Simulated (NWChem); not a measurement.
System: ammonia (NH$_{3}$); SMILES N

Input file for NWChem:

```
start job
memory heap 200 mb stack 900 mb global 1100 mb
geometry units angstroms noautosym nocenter noautoz
  N      0.000000     0.000000     0.138852
  H      0.661761     0.661761    -0.266384
  H      0.242221    -0.903982    -0.266384
  H     -0.903982     0.242221    -0.266384
end
basis spherical
  * library def2-svp
end
dft
  xc m05-2x
  iterations 150
end
cosmo
  dielec 2.0
end
task dft energy
```

Parts of the log:

```
             Northwest Computational Chemistry Package (NWChem) 7.3.0
             --------------------------------------------------------

                             Geometry "geometry" -> ""
                             -------------------------

 Output coordinates in angstroms (scale by  1.889725989 to convert to a.u.)

  No.       Tag          Charge          X              Y              Z
 ---- ---------------- ---------- -------------- -------------- --------------
    1 N                    7.0000     0.00000000     0.00000000     0.13885200
    2 H                    1.0000     0.66176100     0.66176100    -0.26638400
    3 H                    1.0000     0.24222100    -0.90398200    -0.26638400
    4 H                    1.0000    -0.90398200     0.24222100    -0.26638400

 Effective nuclear repulsion energy (a.u.)      11.8759166753

                                 NWChem DFT Module
                                 -----------------

 Summary of "ao basis" -> "ao basis" (spherical)
 ------------------------------------------------------------------------------
       Tag                 Description            Shells   Functions and Types
 ---------------- ------------------------------  ------  ---------------------
 N                          def2-svp                 6       14   3s2p1d
 H                          def2-svp                 3        5   2s1p

 in cosmo_initialize ...

 solvent parameters
 solvname_short: unkn
 solvname_long:  unknown
 dielec:        2.0000

          ---------------
          -cosmo- solvent
          ---------------
 Cosmo: York-Karplus, doi: 10.1021/jp992097l
 dielectric constant -eps-     =   2.00
 screen = (eps-1)/(eps    )    =   0.50000
 surface charge correction     = lagrangian

   van der Waals surface
 --------------------------

 ---------- ATOMIC COORDINATES (A.U.) ------------ VDWR(ANG.) --
     1    0.00000000    0.00000000    0.26239223     1.830
     2    1.25054696    1.25054696   -0.50339277     1.300
     3    0.45773132   -1.70827828   -0.50339277     1.300
     4   -1.70827828    0.45773132   -0.50339277     1.300
 number of segments per atom =         32
 number of   points per atom =         32
 atom (   nspa,  nppa )
 ----------------------
    1 (     23,     0 )       0
    2 (     17,     0 )       0
    3 (     16,     0 )       0
    4 (     16,     0 )       0
 number of -cosmo- surface points =       72
 molecular surface =     50.884 angstrom**2
 molecular volume  =     32.670 angstrom**3
 G(cav/disp)       =      1.114 kcal/mol
 -lineq- algorithm             =   0
 -bem- low  level              =   2
 -bem- from -octahedral-
 gaussian surface charge width =   4.50000
 degree of switching           =   1.00000
 switching function tolerance  =   0.00010
 atomic radii =
 --------------
    1  7.000  1.830
    2  1.000  1.300
    3  1.000  1.300
    4  1.000  1.300
 ...... end of -cosmo- initialization ......

            General Information
            -------------------
          SCF calculation type: DFT
          Wavefunction type:  closed shell.
          No. of atoms     :     4
          No. of electrons :    10
           Alpha electrons :     5
            Beta electrons :     5
          Charge           :     0
          Spin multiplicity:     1
          Use of symmetry is: off; symmetry adaption is: off
          Maximum number of iterations: 150
          AO basis - number of functions:    29
                     number of shells:    15
          Convergence on energy requested:  1.00D-06
          Convergence on density requested:  1.00D-05
          Convergence on gradient requested:  5.00D-04

              XC Information
              --------------
                       M05-2X Method XC Functional
                     Hartree-Fock (Exact) Exchange  0.560
                M05-2X metaGGA Exchange Functional  0.440
                      M05-2X Correlation Potential  1.000

             Grid Information
             ----------------
          Grid used for XC integration:  medium
          Radial quadrature: Mura-Knowles
          Angular quadrature: Lebedev.
          Tag              B.-S. Rad. Rad. Pts. Rad. Cut. Ang. Pts.
          ---              ---------- --------- --------- ---------
          N                   0.65       49           6.0       434
          H                   0.35       45           7.0       434
          Grid pruning is: on
          Number of quadrature shells:   184
          Spatial weights used:  Erf1

      Superposition of Atomic Density Guess
      -------------------------------------

 Sum of atomic energies:         -55.74201861

      Non-variational initial energy
      ------------------------------

 Total energy =     -56.147121
 1-e energy   =     -98.033772
 2-e energy   =      30.010734
 HOMO         =      -0.379192
 LUMO         =       0.094271

[...]

                                   COSMO solvation results
                                   -----------------------

                 gas phase energy =       -56.489584112105
                 sol phase energy =       -56.493615930217
 (electrostatic) solvation energy =         0.004031818112 (    2.53 kcal/mol)

                       DFT Final Molecular Orbital Analysis
                       ------------------------------------

 Vector    3  Occ=2.000000D+00  E=-5.213678D-01
              MO Center=  1.4D-01,  1.4D-01, -4.4D-02, r^2= 9.6D-01
   Bfn.  Coefficient  Atom+Function         Bfn.  Coefficient  Atom+Function
  ----- ------------  ---------------      ----- ------------  ---------------
    15      0.370657  2 H  s                  4     -0.329664  1 N  px
     5     -0.329663  1 N  py                20     -0.185303  3 H  s
    25     -0.185303  4 H  s                  7      0.145771  1 N  px
     8      0.145771  1 N  py                16      0.138631  2 H  s
    21     -0.069314  3 H  s                 26     -0.069314  4 H  s

 Vector    4  Occ=2.000000D+00  E=-5.213492D-01
              MO Center= -1.4D-01, -1.4D-01, -4.4D-02, r^2= 9.6D-01
   Bfn.  Coefficient  Atom+Function         Bfn.  Coefficient  Atom+Function
  ----- ------------  ---------------      ----- ------------  ---------------
     4      0.329675  1 N  px                 5     -0.329675  1 N  py
    20     -0.321025  3 H  s                 25      0.321025  4 H  s
     7     -0.145720  1 N  px                 8      0.145720  1 N  py
    21     -0.120067  3 H  s                 26      0.120067  4 H  s

 Vector    5  Occ=2.000000D+00  E=-3.297204D-01
              MO Center=  3.0D-06,  3.0D-06,  3.1D-01, r^2= 8.1D-01
   Bfn.  Coefficient  Atom+Function         Bfn.  Coefficient  Atom+Function
  ----- ------------  ---------------      ----- ------------  ---------------
     6      0.544223  1 N  pz                 9     -0.451074  1 N  pz
     3     -0.306222  1 N  s                  2     -0.187170  1 N  s
     1     -0.091690  1 N  s                 15      0.090505  2 H  s
    20      0.090473  3 H  s                 25      0.090473  4 H  s
    16      0.043819  2 H  s                 21      0.043805  3 H  s

 Vector    6  Occ=0.000000D+00  E= 1.178725D-01
              MO Center=  6.2D-05,  6.2D-05, -4.6D-01, r^2= 3.7D+00
   Bfn.  Coefficient  Atom+Function         Bfn.  Coefficient  Atom+Function
  ----- ------------  ---------------      ----- ------------  ---------------
     3      1.526399  1 N  s                 16     -0.797997  2 H  s
    21     -0.797850  3 H  s                 26     -0.797850  4 H  s
     9     -0.353864  1 N  pz                 2      0.191643  1 N  s
     6      0.159518  1 N  pz                 1      0.124009  1 N  s
    15     -0.061104  2 H  s                 20     -0.061047  3 H  s

 Vector    7  Occ=0.000000D+00  E= 2.058839D-01
              MO Center=  4.1D-01,  4.1D-01, -3.7D-01, r^2= 3.5D+00
   Bfn.  Coefficient  Atom+Function         Bfn.  Coefficient  Atom+Function
  ----- ------------  ---------------      ----- ------------  ---------------
    16      1.643065  2 H  s                 21     -0.821580  3 H  s
    26     -0.821570  4 H  s                  7     -0.568570  1 N  px
     8     -0.568574  1 N  py                 4      0.252202  1 N  px
     5      0.252204  1 N  py                15      0.087253  2 H  s
    20     -0.043601  3 H  s                 25     -0.043600  4 H  s

 Vector    8  Occ=0.000000D+00  E= 2.059135D-01
              MO Center= -4.1D-01, -4.1D-01, -3.7D-01, r^2= 3.5D+00
   Bfn.  Coefficient  Atom+Function         Bfn.  Coefficient  Atom+Function
  ----- ------------  ---------------      ----- ------------  ---------------
    21      1.422916  3 H  s                 26     -1.422922  4 H  s
     7     -0.568554  1 N  px                 8      0.568550  1 N  py
     4      0.252223  1 N  px                 5     -0.252222  1 N  py
    20      0.075568  3 H  s                 25     -0.075568  4 H  s

     Multipole analysis of the density
     ---------------------------------

     L   x y z        total         alpha         beta         nuclear
     -   - - -        -----         -----         ----         -------
     0   0 0 0     -0.000000     -5.000000     -5.000000     10.000000

     1   1 0 0      0.000057      0.000029      0.000029      0.000000
     1   0 1 0      0.000057      0.000029      0.000029      0.000000
     1   0 0 1     -0.774560     -0.550563     -0.550563      0.326567

     2   2 0 0     -4.537118     -4.614359     -4.614359      4.691600
     2   1 1 0     -0.000151     -0.000077     -0.000077      0.000003
     2   1 0 1     -0.000090     -0.000045     -0.000045     -0.000000
     2   0 2 0     -4.537118     -4.614359     -4.614359      4.691600
     2   0 1 1     -0.000090     -0.000045     -0.000045     -0.000000
     2   0 0 2     -6.438681     -3.840421     -3.840421      1.242161
```

Level: M05-2X/def2-SVP, COSMO on the gas-phase geometry. Geometry: optimised at PBE0/def2-SVP. COSMO prints the solvation energy as gas minus solution, so a positive value is a stabilisation.
